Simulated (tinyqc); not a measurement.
Inside a calculation. Method: UHF in the sto-6g basis, for BH, spin multiplicity 3. One step of it, computed by the program tinyqc.

Question. Iteration 1: diagonalisation and new density. Diagonalise F' = X^T F X, C = X C', fill 4 alpha and 2 beta electrons from the bottom; D(s) = C_occ C_occ^T. Each column has its largest component positive (the first on a tie).

F(alpha) (hartree), lower triangle:
```
            1B 1s      1B 2s     1B 2px    1B 2py     1B 2pz      2H 1s
1B 1s   -6.953229
1B 2s   -2.000050  -0.899794
1B 2px   0.000000   0.000000   0.369986
1B 2py   0.000000   0.000000  -0.191206  0.060133
1B 2pz   0.011908  -0.020525   0.000000  0.000000  -0.101729
2H 1s   -0.309913  -0.346693   0.000000  0.000000  -0.261847  -0.206649
```

F(beta) (hartree), lower triangle:
```
            1B 1s      1B 2s    1B 2px    1B 2py     1B 2pz      2H 1s
1B 1s   -6.905597
1B 2s   -1.942373  -0.554654
1B 2px   0.000000   0.000000  0.559067
1B 2py   0.000000   0.000000  0.024584  0.598905
1B 2pz  -0.004883  -0.306272  0.000000  0.000000   0.387554
2H 1s   -0.300910  -0.326232  0.000000  0.000000  -0.218732  -0.183467
```

X:
```
                1          2          3         4          5         6
1B 1s    0.304665   0.770440   0.000000  0.000000   0.584910  0.227939
1B 2s   -0.794953  -0.538331   0.000000  0.000000   0.416634  0.424314
1B 2px   0.000000   0.000000  -0.675793  0.737091   0.000000  0.000000
1B 2py   0.000000   0.000000   0.737091  0.675793   0.000000  0.000000
1B 2pz  -0.722981   0.541079   0.000000  0.000000  -0.532811  0.356841
2H 1s    1.008835  -0.269106   0.000000  0.000000  -0.230175  0.521249
```

Give: F' = X^T F X; orbital energies; coefficients C; F' = X^T F X; orbital energies; coefficients C; D(alpha) after iteration 1; D(beta) after iteration 1.

Answer.

F' = X^T F X (alpha) (hartree), lower triangle:
```
         1        2        3       4        5        6
1   0.2100
2  -0.6673  -2.6475
3   0.0000   0.0000   0.3921
4   0.0000   0.0000  -0.1709  0.0380
5  -0.5388  -2.8442   0.0000  0.0000  -3.4622
6  -0.2673  -1.4279   0.0000  0.0000  -1.7511  -1.3079
```

orbital energies (alpha) (hartree): MO1 -6.9574, MO2 -0.4229, MO3 -0.1928, MO4 -0.0310, MO5 0.3654, MO6 0.4612

coefficients C (alpha):
```
            MO1      MO2      MO3     MO4      MO5      MO6
1B 1s    0.9926  -0.2322   0.1669  0.0000   0.1156   0.0000
1B 2s    0.0272   0.7383  -0.6375  0.0000  -0.5684   0.0000
1B 2px   0.0000   0.0000   0.0000  0.4304   0.0000   0.9026
1B 2py   0.0000   0.0000   0.0000  0.9026   0.0000  -0.4304
1B 2pz  -0.0002   0.1784   0.6538  0.0000  -0.8760   0.0000
2H 1s   -0.0040   0.4254   0.4041  0.0000   1.0347   0.0000
```

F' = X^T F X (beta) (hartree), lower triangle:
```
         1        2       3       4        5        6
1   0.2727
2  -0.7012  -2.2801
3   0.0000   0.0000  0.5562
4   0.0000   0.0000  0.0220  0.6018
5  -0.5051  -3.1862  0.0000  0.0000  -3.0762
6  -0.3247  -1.4098  0.0000  0.0000  -1.7499  -1.2256
```

orbital energies (beta) (hartree): MO1 -6.9077, MO2 -0.3326, MO3 0.2587, MO4 0.5473, MO5 0.6106, MO6 0.6724

coefficients C (beta):
```
            MO1      MO2      MO3      MO4     MO5      MO6
1B 1s    0.9950  -0.1740  -0.2409   0.0000  0.0000   0.0472
1B 2s    0.0190   0.5287   0.9943   0.0000  0.0000  -0.0836
1B 2px   0.0000   0.0000   0.0000   0.9026  0.4304   0.0000
1B 2py   0.0000   0.0000   0.0000  -0.4304  0.9026   0.0000
1B 2pz   0.0027   0.2906   0.1486   0.0000  0.0000   1.0584
2H 1s   -0.0035   0.5631  -0.8818   0.0000  0.0000  -0.5659
```

D(alpha) after iteration 1, lower triangle:
```
          1B 1s    1B 2s  1B 2px  1B 2py  1B 2pz   2H 1s
1B 1s    1.0671
1B 2s   -0.2508   0.9522
1B 2px   0.0000   0.0000  0.1852
1B 2py   0.0000   0.0000  0.3885  0.8148
1B 2pz   0.0675  -0.2851  0.0000  0.0000  0.4593
2H 1s   -0.0354   0.0563  0.0000  0.0000  0.3401  0.3443
```

D(beta) after iteration 1, lower triangle:
```
          1B 1s   1B 2s  1B 2px  1B 2py  1B 2pz   2H 1s
1B 1s    1.0202
1B 2s   -0.0731  0.2798
1B 2px   0.0000  0.0000  0.0000
1B 2py   0.0000  0.0000  0.0000  0.0000
1B 2pz  -0.0479  0.1537  0.0000  0.0000  0.0844
2H 1s   -0.1015  0.2976  0.0000  0.0000  0.1636  0.3170
```
